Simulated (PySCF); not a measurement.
Rows and methods have been separated. Pair them.

1,1,1,2-tetrafluoroethane, C2H2F4.
SMILES: `FCC(F)(F)F`

The closed-shell ground state was solved 4 times with PySCF (density fitting, gas phase), always in the pcSseg-2 basis (244 functions), with these functionals: B97-2, KT3, PBE0 and wB97X-D. Geometry: PBE0-D3(BJ)/def2-TZVP; no solvent, vibrations or thermal averaging.

```csv
row,total energy (Eh),HOMO (eV),LUMO (eV),dipole (D)
P,-476.8473,-10.27,0.70,2.02
Q,-482.8861,-8.92,-0.29,1.90
R,-476.8614,-12.50,2.44,2.05
S,-476.5293,-10.57,0.68,2.03
```

**Question.** Which functional belongs to which row?

**Answer.** P = B97-2, Q = KT3, R = wB97X-D, S = PBE0. By rising HOMO–LUMO gap: KT3 (GGA) 8.63 eV; B97-2 (global hybrid, 21 % exact exchange) 10.97 eV; PBE0 (global hybrid, 25 % exact exchange) 11.25 eV; wB97X-D (range-separated hybrid) 14.94 eV. Total energies of different functionals aren't bounds to one another; each is stationary for its own functional.

The values belong to the conformer `[F:1][CH2:2][C:3]([F:4])([F:5])[F:6]`: F1–C2–C3–F4 61°.

The pairwise dispersion term of wB97X-D wasn't added to the energies; at a given geometry it leaves orbitals and properties as they are.
